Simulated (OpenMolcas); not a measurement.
**SiH2 (SMILES [SiH2]): methods side by side**

SiH2: 3 atoms, total charge 0, spin state singlet. SMILES: `[SiH2]`. Geometry: relaxed at PBE0-D4/def2-TZVP.

```xyz
3

Si   -0.4912    0.4686   -0.2136
H     0.8403    0.5786    0.5225
H    -0.3491   -1.0472   -0.3089
```

Quantity: the HOMO–LUMO gap, in eV. The values are calculated.

```csv
level,kind,program,value (eV),CPU time
BLYP/aug-cc-pVTZ,GGA,OpenMolcas,1.84,25 s
revPBE/aug-cc-pVTZ,GGA,OpenMolcas,1.86,26 s
M06-L/aug-cc-pVTZ,meta-GGA,OpenMolcas,2.37,32 s
TPSS/aug-cc-pVTZ,meta-GGA,OpenMolcas,2.08,39 s
r2SCAN/aug-cc-pVTZ,meta-GGA,OpenMolcas,2.20,30 s
B3LYP/aug-cc-pVTZ,global hybrid,OpenMolcas,3.38,28 s
BHLYP/aug-cc-pVTZ,global hybrid,OpenMolcas,5.65,23 s
B2PLYP/aug-cc-pVTZ,double hybrid,OpenMolcas,5.86,19 s
```

The values span 1.84 to 5.86 eV. Orbital gaps aren't excitation energies, and those of double hybrids come from the SCF part alone; they tend to grow with the share of exact exchange. CPU times are rough (shared hosts, several kinds of processor): they show what a rung costs within a factor of a few.
